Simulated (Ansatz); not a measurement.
C3H5N can be A, `NC1=CC1`, or B, `C1=NCC1`.

Calculated with Ansatz (gas phase, PBE0-D4/def2-TZVP geometries, no zero-point term in ΔE). CBS: MP2 limit from def2 TZ/QZ plus the TZ coupled-cluster correction, frozen cores. Functionals use def2-TZVPP. B3LYP here is the variant with VWN-RPA as its local correlation; programs differ in this. One conformer a species, not always the lowest.

Which isomer does CCSD(T)/CBS put lower? Give the gap. (An estimate is asked.)

Computed: B, by 20.6 kcal/mol.

Give E(B) − E(A) in kcal/mol with CCSD(T)/def2-TZVPP, CCSD/def2-TZVPP, CCSD(T)/def2-SVP, BLYP-D4, MP2/def2-TZVPP, PBE-D4, B3LYP. (An estimate is asked.)

The calculation gave: CCSD(T)/def2-TZVPP -22.0, CCSD/def2-TZVPP -21.8, CCSD(T)/def2-SVP -21.7, BLYP-D4 -17.0, MP2/def2-TZVPP -19.3, PBE-D4 -16.3, B3LYP -17.0. None reverses the order clearly.

Does the order hold for the free energy at 298.15 K (harmonic terms from PBE0-D4)? (An estimate is asked.)

The calculation gave: Yes: G(B) − G(A) = -19.4 kcal/mol, for one conformer each.

Largest T1 diagnostic: 0.011.

At CCSD(T), def2-SVP lies −1.0 kcal/mol from the extrapolated value and def2-TZVPP −1.3 kcal/mol. From BLYP to BHLYP (50 % exact exchange), in def2-TZVPP and without D4, E(B) − E(A) moves by −1.8 kcal/mol.
